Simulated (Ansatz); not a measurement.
System: fcc Ag. Method: PBE in Ansatz (PAW).

Settings: plane-wave cutoff 520 eV, 24×24×24 k mesh, Fermi–Dirac smearing 0.05 eV, no spin polarisation, scalar-relativistic PAW data made under PBE.

Cell (relaxed at this level):

```xyz
1
Lattice="0.0000 2.0737 2.0737 2.0737 0.0000 2.0737 2.0737 2.0737 0.0000" Properties=species:S:1:pos:R:3 pbc="T T T"
Ag     0.0000     0.0000     0.0000
```

Question: What does this level give for the bulk modulus B0 and pressure derivative B′ of the bulk modulus?

Answer: 
bulk modulus B0: 91.5 GPa
pressure derivative B′ of the bulk modulus: 5.7

The run finds no gap.

Measured, for comparison: bulk modulus 110 GPa (corrected for temperature and zero-point phonon effects, our sources range from 104 to 111; as tabulated in Levämäki et al. (2014), arXiv:1402.3671). Computed (rounded) less measured: bulk modulus -17 % (-12 % to -18 % over the range).

The result took around 50 core-seconds (rough).

Ansatz is a first-principles code.
